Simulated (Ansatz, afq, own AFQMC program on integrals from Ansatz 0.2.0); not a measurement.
## CH$_{3}$B, triplet → CH$_{3}$B, singlet

```xyz
5

B     0.0000    0.0504    0.7398
C     0.0000   -0.1015   -0.7490
H     0.0000    1.1489    1.2274
H     0.0000   -0.9087    1.4552
H     0.0000    0.4289   -1.6923
```

Connectivity, by distances: BH2–CH.

E(singlet, charge +0) − E(triplet, charge +0) at this geometry, on UHF and RHF determinants.

Basis cc-pVDZ. Only valence electrons are correlated. Ansatz 0.2.0 and our own AFQMC program on the same integrals; the CISD trial comes from CCSD amplitudes, and released means the phaseless constraint is let go. ± is one standard error of the sampling. The errors of all members are added in quadrature.

No full CI on the walks' own integrals is used here; CCSDT(Q) serves as the reference and is uncertain by about the last step of the cluster series. Each member takes its own surest rung, up to full CI.

The best estimate is CCSD(T) at the basis-set limit (CBS: def2-TZVPP and def2-QZVPP, with their diffuse functions for anions and beside diffuse sets, CCSD(T) itself extrapolated) plus the step from CCSD(T) to CCSDT(Q) in cc-pVDZ. Rows without CBS are in cc-pVDZ; B2PLYP and the wave-function rows carry a basis error of their own. Core correlation and relativity beyond core potentials are missing, and ± holds the sampling alone.

Cautions: CH₃B (singlet): another spin lies lower, restricted determinant unstable towards unrestricted (UHF 766 meV lower, ⟨S²⟩ 0.93), strong correlation (T1 0.036, weight of the determinant 0.86, largest double 0.10).

```json
{"level": "CCSD", "vertical spin gap (kcal/mol)": "11.7"}
{"level": "MP2", "vertical spin gap (kcal/mol)": "14.5"}
{"level": "HF", "vertical spin gap (kcal/mol)": "32.9"}
```

(1) From these cheaper values, estimate the vertical spin gap at the level of the best estimate.

(1) 5.6 kcal/mol (best estimate, highest rung CCSDT(Q)).

```json
{"level": "CCSD(T)", "vertical spin gap (kcal/mol)": "9.1", "error against the best estimate (kcal/mol)": "3.5"}
{"level": "CCSDT", "vertical spin gap (kcal/mol)": "8.6", "error against the best estimate (kcal/mol)": "3.0"}
{"level": "CCSDT(Q)", "vertical spin gap (kcal/mol)": "8.2", "error against the best estimate (kcal/mol)": "2.6"}
{"level": "ph-AFQMC/CISD", "vertical spin gap (kcal/mol)": "8.3 ± 0.1", "error against the best estimate (kcal/mol)": "2.7 ± 0.1"}
{"level": "released AFQMC", "vertical spin gap (kcal/mol)": "8.2 ± 0.1", "error against the best estimate (kcal/mol)": "2.5 ± 0.1"}
{"level": "HF/CBS", "vertical spin gap (kcal/mol)": "32.5", "error against the best estimate (kcal/mol)": "26.9"}
{"level": "MP2/CBS", "vertical spin gap (kcal/mol)": "10.5", "error against the best estimate (kcal/mol)": "4.8"}
{"level": "CCSD(T)/CBS", "vertical spin gap (kcal/mol)": "6.4", "error against the best estimate (kcal/mol)": "0.8"}
```

Correlation beyond CCSD(T) takes off 0.8 kcal/mol. Going to the basis-set limit takes off 2.7 kcal/mol at CCSD(T). The perturbative (T) step is worth −2.6 kcal/mol. Where the cautions show a poor determinant, the low rows tell how each method copes with it, not its usual error.

Best estimates are given only where the step beyond CCSD(T) is under 0.3 eV and no member's determinant is very poor (T1 over 0.05, or 0.07 for open shells, ⟨S²⟩ too high by 0.3, two states mixed), so the hardest cases are missing from such tables.

CCSDT and higher add their correlation energy to the determinant of the CCSD(T) run, since their own runs factorise the integrals more tightly (a shift of under 2 meV). Each member of a difference takes its own highest rung, so a best estimate needn't equal the limit plus the step of one row. A walk keeps the symmetry of its determinant, which the program's search chose and which needn't be the lowest solution, so a lower state of the same spin and another symmetry isn't excluded. Released energies are given only where the last usable release times agree within the noise; a slower fall can still hide under it.
